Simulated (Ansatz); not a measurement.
Cost and result for the atomization energy of C₃H₅NO, SMILES `C1=NCCO1` (10 atoms, 10 bonds).

Cartesian coordinates in Å:
```
C -1.3866 0.4057 -0.0852
N -0.7312 0.2824 -1.1539
C 0.6157 -0.1245 -0.7532
C 0.5579 -0.2163 0.7819
O -0.7945 0.1645 1.1004
H -2.4275 0.7015 -0.0179
H 0.8677 -1.0782 -1.2230
H 1.3410 0.6138 -1.1040
H 1.2327 0.4752 1.2888
H 0.7247 -1.2241 1.1660
```

Total charge 0; spin multiplicity 1. The structure was optimised at the PBE0-D4/def2-TZVP level. Program: Ansatz. All runs use 2 threads of an Arm Neoverse V1 on a shared host. Times are those of one run each, without the atoms' runs, and a repeat can differ threefold. Electronic energies, without spin–orbit coupling; frozen cores. CCSD(T)/CBS adds CCSD(T) − MP2 in def2-TZVPP to the MP2 limit, and its time is that of the two runs behind it. T1 = 0.014. B3LYP takes the VWN-RPA correlation (the form of Gaussian; ORCA's B3LYP/G). HSE06 is the plane-wave form, built on full-range PBE exchange.

CCSD(T)/CBS is a level of theory with its own doubt, some kJ/mol a heavy atom from the limit and from the frozen cores, so smaller differences don't rank the functionals.

```csv
level,functions,wall time,atomization (kcal/mol),difference from CCSD(T)/CBS,per bond
LDA (SPW92)/def2-TZVPP,225,1.7 s,1177.8,175.9,17.6
HSE06-D4/def2-TZVPP,225,3.7 s,1015.8,13.9,1.4
B3LYP-D4/def2-TZVPP (with forces),225,5.5 s,1005.2,3.3,0.3
r2SCANh-D4/def2-TZVPP,225,6 s,998.0,-3.9,-0.4
CCSD(T)/def2-SVP,95,6.5 s,952.9,-49.0,-4.9
r2SCAN-D4/def2-TZVPP (with forces),225,7 s,1006.8,4.9,0.5
B2PLYP/def2-TZVPP,225,7.5 s,995.2,-6.7,-0.7
PBE-QIDH/def2-TZVPP,225,8 s,1000.4,-1.5,-0.1
ωB97X-V/def2-TZVPP,225,10 s,1008.2,6.3,0.6
ωB97M-V/def2-TZVPP (with forces),225,15 s,1008.3,6.4,0.6
MP2/def2-QZVPP,435,31 s,1014.8,12.9,1.3
CCSD(T)/def2-TZVPP,225,2.8 min,974.5,-27.4,-2.7
CCSD(T)/CBS(def2),–,3.3 min,1001.9,0.0,0.0
```

Leaving LDA and LC-ωPBE aside and taking each functional with its dispersion term where it has one, the values, not all of them listed here, spread over 79.2 kcal/mol, from BHLYP-D4 to PBE-D4. LDA lies +138.8 kcal/mol from PBE without D4, its usual overbinding. From r2SCAN to r2SCAN0 (25 % exact exchange), in def2-TZVPP and without D4, the atomization energy moves by −21.5 kcal/mol: exact exchange takes away binding that semilocal exchange gives to molecules. In def2-TZVPP, CCSD(T) changes the Hartree–Fock value by +279.9 kcal/mol (the triples alone add +19.6 kcal/mol) and MP2 by +303.9 kcal/mol; breaking electron pairs costs correlation energy, which Hartree–Fock lacks.
